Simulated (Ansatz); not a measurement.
Conformers of C5H10O2 (`CC1OCCCO1`), each relaxed with PBE0-D4/def2-TZVP in Ansatz. CBS adds the triple-zeta coupled-cluster correction to the MP2 limit.

Not all of them had a frequency check.

Conformer A:

Z-matrix (Å, degrees):
```
C
C 1 1.520
H 1 1.091 2 109.3
H 1 1.090 2 113.0 3 -120.5
H 1 1.091 2 109.3 3 119.0
O 2 1.405 1 112.7 3 56.5
O 2 1.405 1 112.7 3 -175.4
H 2 1.092 1 109.3 3 -59.5
C 6 1.413 2 113.8 1 72.9
C 7 1.413 2 113.8 1 -72.9
C 9 1.516 6 110.4 2 55.3
H 9 1.091 6 106.0 2 176.5
H 9 1.100 6 110.8 2 -67.2
H 10 1.100 7 110.8 2 67.2
H 10 1.091 7 105.9 2 -176.5
H 11 1.094 9 110.6 6 -174.6
H 11 1.094 9 109.4 6 66.2
```

Conformer B:

```xyz
17

C    -0.711    1.635   -1.412
C    -0.752    0.825   -0.142
O     0.485    0.964    0.500
C     0.653   -0.026    1.497
C     0.824   -1.392    0.834
C     0.100   -1.335   -0.508
O    -1.059   -0.534   -0.388
H    -0.488    2.679   -1.184
H     0.063    1.252   -2.081
H    -1.676    1.577   -1.916
H    -1.557    1.175    0.523
H     1.527    0.264    2.081
H    -0.218   -0.026    2.166
H     0.402   -2.173    1.471
H     1.880   -1.627    0.675
H    -0.240   -2.319   -0.833
H     0.766   -0.938   -1.284
```

(1) Which is lowest in electronic energy at CCSD(T)/CBS (frozen core, def2 sets), and by how much? (An estimate is asked.)

(2) Give the energies relative to A (kJ/mol) with ωB97X-V/def2-TZVPP, PBE/def2-TZVPP, HF/def2-TZVPP, MP2/def2-TZVPP, CCSD/def2-TZVPP, CCSD(T)/def2-TZVPP, MP2/def2-QZVPP. (Best estimate.)

Results:

(1) Ansatz gave: A; B lies 4.2 kJ/mol higher.

(2) The calculation gave: 
| level | B |
| --- | --- |
| ωB97X-V/def2-TZVPP | 5.0 |
| PBE/def2-TZVPP | 4.9 |
| HF/def2-TZVPP | 3.1 |
| MP2/def2-TZVPP | 4.9 |
| CCSD/def2-TZVPP | 4.6 |
| CCSD(T)/def2-TZVPP | 4.9 |
| MP2/def2-QZVPP | 4.5 |
